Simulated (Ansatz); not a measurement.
in.yaml

```yaml
crystal:
  periodic: [false, false, false]
  atoms:
    - {symbol: Al, position_ang: [0.000000, -0.061487, 1.622006]}
    - {symbol: Mg, position_ang: [0.000000, 0.006480, -1.839327]}
    - {symbol: H, position_ang: [0.000000, 1.489678, 0.933228]}
basis:
  gaussian: {orbitals: 6-31G}
correlation: {method: fci, electrons: outside_noble_gas}
```

```sh
$ ansatz run in.yaml --threads 1 --pin off --events-out ev --progress --plain --max-ram 2393MiB
```

The program prints:

```
555 factors; integrals over basis functions are off by at most 1.4e-7 eV
mean field evaluation 1: about -12027.7481 eV, gradient 5.2e0 eV
mean field evaluation 2: about -12027.7496 eV, gradient 5.2e0 eV
mean field evaluation 4: about -12027.9631 eV, gradient 3.3e-1 eV
mean field evaluation 8: about -12027.9643 eV, gradient 1.9e-4 eV
mean field evaluation 16: about -12021.6900 eV, gradient 9.8e-1 eV
mean field evaluation 32: about -12021.7039 eV, gradient 3.9e-4 eV
mean field -12027.96431078 eV, -442.0195355740 hartree, gradient 1.8e-6 eV, S^2 0.000000; 4 other end points of the search recorded, 0 dependent functions left out; unrestricted orbitals would lower it
mean field evaluation 64: about -12027.9266 eV, gradient 5.7e-1 eV
10 core orbitals not correlated: weight in the atoms' cores, before any rotation towards them, 1.000 or more for the frozen orbitals, at most 0.000 for the correlated occupied ones
reference -12027.96431078 eV, -442.0195355740 hartree; 3, 3 occupied and 15, 15 virtual orbitals, 555 factors
state -12030.19302372 eV, -442.1014392642 hartree
Total energy: -12030.19302372 eV, -442.1014392642 hartree
```

Natural occupations: 1.9645 1.8959 1.8479 0.0704 0.0512 0.0437 0.0430 0.0374 0.0276 0.0079 0.0042 0.0030 0.0015 0.0007 0.0005 0.0003 0.0002 0.0001.

Ran on 1 thread of Intel Xeon Platinum 8488C, shared host: 1.6 s wall, 0.16 GiB peak host memory.
